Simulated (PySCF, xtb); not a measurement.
CF₄, SMILES FC(F)(F)F.

GFN2-xTB (xtb) at its own geometry gives an orbital gap of 18.02 eV and a dipole moment of 0.00 D.

Coordinates come from a B3LYP-D3(BJ)/def2-SVP optimisation.

### Question
What does PySCF with PBE/def2-TZVPD give? (The exact figures need the calculation; the answer reports its results.)

### Answer
gap 10.25 eV (levels -10.41 and -0.16 eV), dipole 0.00 D.
